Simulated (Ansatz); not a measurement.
**BNH₄ (singlet): the correlation ladder, cc-pVDZ**

The task here is to estimate one member of a computed series from the others.

The runs use Ansatz 0.2.0, Gaussian basis; cc-pVDZ, core rule «outside noble gas», up to 2 orbitals frozen.

To be run: UHF; CCSD(T) on RHF; BCCD(T) on RHF; CISD; CCSDT(Q) on RHF.

10 further runs of the same task are left out: 1 for a known fault of the program, 2 that didn't finish, 7 set aside as unsound or not needed.

### The geometry

The geometry is a PBE0/def2-TZVP stationary point (not a proven minimum).

6 atoms, charge 0, spin multiplicity 1.

Atoms are counted from 1 here; the program's logs count them from 0.

Bond lengths: B1–N2 1.385 Å, B1–H3 1.197 Å, B1–H4 1.197 Å, N2–H5 1.006 Å, N2–H6 1.006 Å. Angles: N2–B1–H3 119.0°, N2–B1–H4 119.0°, H3–B1–H4 122.0°, B1–N2–H5 123.2°, B1–N2–H6 123.2°, H5–N2–H6 113.5°.

Set-up of the first run:

Input file in.yaml:

```yaml
crystal:
  periodic: [false, false, false]
  atoms:
    - {symbol: B, position_ang: [0.000000, 0.000000, 0.767155]}
    - {symbol: N, position_ang: [0.000000, 0.000000, -0.617815]}
    - {symbol: H, position_ang: [0.000000, 1.046904, 1.347570]}
    - {symbol: H, position_ang: [0.000000, -1.046904, 1.347570]}
    - {symbol: H, position_ang: [0.000000, 0.841351, -1.169074]}
    - {symbol: H, position_ang: [0.000000, -0.841351, -1.169074]}
basis:
  gaussian: {orbitals: cc-pVDZ}
magnetization: {spin_polarized: true, initial_magnetization: 0}
hamiltonian: {xc: hf}
output: {orbitals: {seedname: orbitals}}
```

The run is started by

```
$ ansatz run in.yaml --threads 1 --pin off --events-out ev --progress --plain --max-ram 2176MiB
```

Steps of the session up to this table: UHF; CCSD(T) on RHF; BCCD(T) on RHF; CISD; CCSDT(Q) on RHF.

One of the session's tables, all rows but one given; the rest of the session is left out.

It belongs to the step «Misses and costs». 

```
   method  from RCCSDT(Q) (kJ/mol)
      RHF                   +791.0
     RMP2                    +95.6
     CISD                    +78.9
    RCCSD                        ?
 RCCSD(T)                     +2.9
  BCCD(T)                     +2.9
   RCCSDT                     +1.4
RCCSDT(Q)                        0
```

Q: Estimate the row for RCCSD from the others.

The run gave: from RCCSDT(Q) (kJ/mol): +21.8. In the column «from RCCSDT(Q) (kJ/mol)» it lies between BCCD(T) (+2.9) and CISD (+78.9).

With the free atoms at the same levels and basis (separate runs), the atomisation energy is 20.000 eV at RCCSDT(Q), 19.985 eV at RCCSD(T), 15.813 eV at RHF.
